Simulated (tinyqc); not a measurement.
Worked calculation: UKS/PBE in the sto-6g basis, for NH, spin multiplicity 3. Computed by tinyqc, a small Python program that keeps every step (integrals from PySCF). Settings: charge = 0, multiplicity = 3, basis = sto-6g, energy threshold = 1e-08, iteration cap = 67, orthogonalisation = symmetric, start = random, DIIS depth = 0, damping = 0.3, method = UKS, functional = pbe,pbe, grid = [15, 50]. Command: `OMP_NUM_THREADS=1 python tinyqc.py 27663 27664 out.jsonl` (the two numbers bound the seeds that draw the settings). One thread of a shared host (Intel(R) Xeon(R) Processor @ 2.60GHz), about 2 s of CPU time with the checks.

Geometry (angstrom):
```
atom        x        y        z
N     0.00000  0.00000  0.00000
H     0.00000  0.00000  1.94300
```

Stop when the energy changes by less than 1e-08 hartree and every element of the error matrix X^T (F D S - S D F) X (for each spin) is below 3e-05.

Course of the cycle:
```
iteration  E (hartree)     change  largest element of the error matrix
1          -47.4285293          -                             5.25e+00
2          -52.5334568  -5.10e+00                             1.46e+00
3          -54.0040433  -1.47e+00                             4.41e-01
4          -54.4432649  -4.39e-01                             1.28e-01
5          -54.5701235  -1.27e-01                             9.46e-02
6          -54.6151500  -4.50e-02                             9.56e-02
7          -54.6232341  -8.08e-03                             9.66e-02
8          -54.6323753  -9.14e-03                             9.62e-02
9          -54.6294664   2.91e-03                             9.71e-02
10         -54.6354529  -5.99e-03                             9.65e-02
11         -54.6313454   4.11e-03                             9.75e-02
12         -54.6370635  -5.72e-03                             9.67e-02
13         -54.6326409   4.42e-03                             9.82e-02
14         -54.6383576  -5.72e-03                             9.69e-02
...                ...        ...                                  ...
54         -54.6445853  -5.86e-03                             1.11e-01
55         -54.6387477   5.84e-03                             1.11e-01
56         -54.6446039  -5.86e-03                             1.11e-01
57         -54.6387624   5.84e-03                             1.11e-01
58         -54.6446189  -5.86e-03                             1.11e-01
59         -54.6387742   5.84e-03                             1.11e-01
60         -54.6446310  -5.86e-03                             1.11e-01
61         -54.6387837   5.85e-03                             1.11e-01
62         -54.6446408  -5.86e-03                             1.11e-01
63         -54.6387914   5.85e-03                             1.11e-01
64         -54.6446487  -5.86e-03                             1.11e-01
65         -54.6387976   5.85e-03                             1.11e-01
66         -54.6446550  -5.86e-03                             1.11e-01
67         -54.6388026   5.85e-03                             1.11e-01
```

Can the last value be used, and what does the course show?

Not by the stop rule. Not converged within the cap of 67 iterations: the residual has stopped falling: the iteration swings between two states. Reruns (cap 100 unless said): DIIS 8: converged in 16; damping 0.5: not converged; level shift 0.5: converged in 53; atomic densities as start, DIIS 8: converged in 11; the original settings with a cap of 400: not converged. PySCF UKS in the same basis, fine grid, after a stability check = -54.8473543 hartree, which differs from a converged run on this coarse grid by the grid error.
